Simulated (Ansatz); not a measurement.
Bulk modulus B0 (GPa) of solids drawn from the class of elemental solids other than molecular ones, at two levels: PBEsol (PAW; Ansatz, an electronic-structure program), and r²SCAN (Ansatz, PAW).

```csv
solid,PBEsol,r²SCAN
bcc Ta,208,?
hcp Co,242,224
fcc Sr,12.4,11.7
bcc K,3.72,3.44
hcp Lu,50.2,46.5
fcc Pb,47.2,43.7
hcp Tc,327,320
bcc Li,13.7,13.1
fcc Pd,204,185
bcc Cs,2.06,1.85
```

Task: Estimate the withheld r²SCAN value from the other rows.

Result: One way: carry over the typical ratio. The ratios r²SCAN / PBEsol of the other rows, in order: 0.898, 0.907, 0.925, 0.926, 0.926, 0.926, 0.944, 0.956, 0.979; median 0.926. bcc Ta: 208 × 0.926 = 193 GPa; the run gives 201 GPa. The ratios spread from 0.898 to 0.979, so such an estimate is rough.

Over all 10 rows r²SCAN is the larger in 0.

Ansatz's runs of these crystals have no spin polarisation, but for hcp Co. Meta-GGA and hybrid levels favour moments, which can bear on hcp Co, fcc Pd.

Density-functional runs with spin start from parallel moments for hcp Co.

Spin–orbit coupling is left out, also for the solids with elements from indium on (bcc Ta, hcp Lu, fcc Pb, bcc Cs); its size isn't shown.

Each level is taken at its own relaxed cell. Ansatz's density-functional and Hartree–Fock values are scalar-relativistic unless marked +SOC, with PAW data made under PBE.
